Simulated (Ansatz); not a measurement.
**CH3Cl (chloromethane): the vertical ionisation energy from total energies**

CH3Cl has 5 atoms, charge 0, and is taken as a singlet. As SMILES, `CCl`. Geometry: relaxed at PBE0-D4/def2-TZVP.

Both states at this one shape; open shells run unrestricted unless said. 1 Eh = 27.2114 eV.

| level | program | singlet CH3Cl (Eh) | doublet CH3Cl+ (Eh) | HOMO of the first (eV) |
| --- | --- | --- | --- | --- |
| HF/3-21G | Ansatz | -496.684492 | -496.295011 | -11.89 |
| SVWN5/def2-TZVPP | Ansatz | -498.264940 | -497.851690 | -7.09 |
| B2PLYP/def2-TZVPP, 6 core orbitals frozen | Ansatz | -499.968088 | -499.554693 | -9.67 |

**Question.** Work out the vertical ionisation energy at each level.

**Answer.** 
1. HF/3-21G: -496.295011 − (-496.684492) = 0.389481 Eh = 10.60 eV; −ε(HOMO) = 11.89 eV; against experiment -0.69 eV.
2. SVWN5/def2-TZVPP: -497.851690 − (-498.264940) = 0.413250 Eh = 11.25 eV; −ε(HOMO) = 7.09 eV; against experiment -0.04 eV.
3. B2PLYP/def2-TZVPP: -499.554693 − (-499.968088) = 0.413395 Eh = 11.25 eV; −ε(HOMO) = 9.67 eV; against experiment -0.04 eV.

The measured vertical value is 11.29 eV (NIST CCCBDB). In Hartree–Fock, −ε(HOMO) (Koopmans) exceeds the difference of totals by the orbital relaxation of the ion. In semi-local functionals −ε(HOMO) lies far under the ionisation energy, a result of self-interaction, while the difference of totals does much better. Hartree–Fock favours the state with fewer electron pairs, since it lacks pair correlation.
